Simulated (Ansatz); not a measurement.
Basis-set extrapolation for C4H4F2 (`C=C(F)C(=C)F`) (PBE0-D4/def2-TZVP geometry, frozen core, Ansatz 0.2.0). Multiplicity 1, RHF reference.

|  | def2-TZVPP | def2-QZVPP |
| --- | --- | --- |
| HF | -352.774574 | -352.789832 |
| MP2 correlation | -1.123943 | -1.213084 |
| CCSD(T) correlation | -1.197904 | not run |

Energies in hartree. Use E(X) = E(∞) + A·exp(−7.88·√X) for Hartree–Fock and E(X) = E(∞) + B·X^(−2.97) for correlation, with X = 3 and 4, and add CCSD(T) minus MP2 of the smaller set to the MP2 limit.

Task: What is the CCSD(T) energy at the basis-set limit?

Result: HF limit: -352.789832 + (-0.015258) × 0.13774 = -352.79193. MP2 limit: -1.213084 + (-0.089141) × 0.74074 = -1.27911. Higher-order term: -1.197904 − (-1.123943) = -0.07396. Total: -354.14500 hartree, 453.0 kJ/mol below CCSD(T)/def2-TZVPP.
